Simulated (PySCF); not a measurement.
## Si2, singlet in 6-31G: errors against full CI

Geometry: a point of a stretch scan, not a stationary point.

```
atom   x (Å)   y (Å)   z (Å)
  Si  0.0000  0.0000  0.0000
  Si  0.0000  0.0000  3.7200
```

Basis 6-31G; PySCF 2.14.0. Only valence electrons are correlated (noble-gas cores frozen), which leaves 8 electrons in 16 orbitals. Prefix R: restricted or restricted open-shell reference; prefix U: unrestricted.

Full CI is exact within this basis and frozen core; it isn't the basis-set limit. The frozen core follows each run's orbitals, which can shift R against U totals by a few meV.

The RHF row is the lowest restricted solution found. The determinant for coupled cluster was chosen by trial CCSD, here up to 0.22 eV above the lowest Hartree–Fock solution of its kind, and MP2 stands on that determinant too. The determinant fills πx and πy unequally, so it is a mixture of Σ and Δ, which weighs on every level built on one determinant.

- UHF ⟨S²⟩: 1.903
- T1 diagnostic (ROHF- or RHF-based CCSD): 0.0359
- largest doubles amplitude (ROHF- or RHF-based CCSD): 0.672

```
   level  E − E(determinant under the R cluster runs) (eV)
    RMP2                                           -4.4529
   RCCSD                                           -5.0689
RCCSD(T)                                           -5.4383
```

Estimate how far full CI in 6-31G lies from RCCSD(T). The table doesn't fix it; the size of (T) and the diagnostics are the guide.

Full CI in 6-31G lies 15.4 kJ/mol above RCCSD(T), which is 43 % of the (T) step (-35.6 kJ/mol). (T) overshoots here: it takes the energy past the reference. The miss exceeds 1 kcal/mol.

The other levels:

```tsv
level	E − E(full CI) (kJ/mol)	share of correlation (%)	wall time
UHF†	244.9	–	–
UMP2†	152.5	–	–
UCCSD†	15.0	–	–
UCCSD(T)†	-19.3	–	2.2 s
RCCSDT	-4.1	100.81	–
RCCSDT(Q)	0.3	99.93	1.6 s
```

A dagger marks rows that describe another state than the reference (another or a broken symmetry, a higher spin or other natural occupations), so the difference isn't the method's error.

The correlation energy at full CI, counted from the determinant under the R cluster runs, is -5.278 eV. The search over symmetries took 16 min on 1 thread of Intel Xeon, shared host; the state has 413,824 determinants.

Run but not shown, since their state, orbitals or frozen core can't be matched to the reference's or they repeat it: RHF.

Times are those of the correlated step on a shared host, with one SCF added for the restricted CCSD run; they ran on 1 thread of Intel Xeon.

Not variational, and here over 5 meV under the exact energy: RCCSD(T), RCCSDT.

Unrestricted levels hold only the spin's projection, and here they fall towards a lower state of higher spin.

The full-CI state has the irrep B1g of D2h, in the program's axes (one component, if the state is degenerate).

Natural occupations of full CI about the gap: 1.953 1.944 1.604 0.652 0.652 0.393 0.379 0.379 0.008 0.006; effectively unpaired electrons, Σ n²(2−n)², 3.13. No single determinant describes this state well, so single-reference rows can miss without a flag.
